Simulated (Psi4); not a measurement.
Psi4 input (wB97X-D/6-311+G**):

```
memory 1500 MB

molecule {
0 1
C     0.00645702    0.00137118    1.45419528
C     0.00055087    0.00011698    0.12406297
H     0.00482541    0.92504598    2.01974462
H     0.01311859   -0.92123548    2.02144868
C    -0.00871144    1.26990929   -0.67778781
H    -0.00983323    2.15257845   -0.03893565
H     0.86531059    1.32034450   -1.33448046
H    -0.88895351    1.31247184   -1.32668362
C     0.00270273   -1.27118527   -0.67544245
H     0.00950511   -2.15264813   -0.03496206
H    -0.87711609   -1.32285146   -1.32425130
H     0.87714802   -1.31497880   -1.33204813
symmetry c1
no_reorient
no_com
}

set {
  basis 6-311+G**
  reference rks
  scf_type df
  df_basis_scf def2-universal-jkfit
  dft_radial_points 99
  dft_spherical_points 590
  e_convergence 1e-8
  d_convergence 1e-7
  maxiter 150
}

e = energy('wb97x-d')
print_out(f'\nFINAL {e:.10f} DIPOLE {variable("CURRENT DIPOLE")[0]:.6f} {variable("CURRENT DIPOLE")[1]:.6f} {variable("CURRENT DIPOLE")[2]:.6f}\n')
```

Predict the final energy.

-157.21559 Eh.
